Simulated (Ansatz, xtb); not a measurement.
**A geometry optimisation of H2Si3 with r2SCAN-D4/def2-SVP**

The starting geometry of this gas-phase singlet has its atoms placed at random.

```xyz
5

Si    0.6850    1.3735    1.1683
Si    0.7910    0.1880   -1.2796
Si   -0.3215   -0.0399    0.2907
H     1.0699   -1.1222   -0.3945
H    -1.1355   -0.0264    1.6609
```

Problem. Guess where an optimisation with r2SCAN-D4/def2-SVP ends from this start.

Solution. It ends as a structure given below by its coordinates. Distances that change by over a tenth: Si1–Si3 (1.94 → 2.31 Å). Contacts that close: Si1–Si2 (2.72 → 2.31 Å).

The energy falls by 4.91 eV over 13 steps:

```json
{"step": "1", "E − E(last) (eV)": "4.912"}
{"step": "2", "E − E(last) (eV)": "2.609"}
{"step": "4", "E − E(last) (eV)": "1.335"}
{"step": "5", "E − E(last) (eV)": "1.044"}
{"step": "6", "E − E(last) (eV)": "0.716"}
{"step": "8", "E − E(last) (eV)": "0.203"}
{"step": "9", "E − E(last) (eV)": "0.050"}
{"step": "10", "E − E(last) (eV)": "0.048"}
{"step": "12", "E − E(last) (eV)": "0.000"}
{"step": "13", "E − E(last) (eV)": "0.000"}
```

Final geometry (Å):

```xyz
5

Si    0.9163    1.8966    0.4753
Si    0.9180   -0.2119   -0.4657
Si   -0.5459    0.1958    1.0273
H     1.5014   -1.2003   -1.4261
H    -1.7010   -0.3073    1.8350
```

From the same start GFN2-xTB reaches the same bonding as this run.

From so rough a start the end depends on the optimiser's path, so another program may land elsewhere. No frequencies were run, so the end isn't proven a minimum. Run with Ansatz 0.2.0, 12 s on 1 thread of Intel(R) Xeon(R) 6975P-C (Granite Rapids), on a shared host.
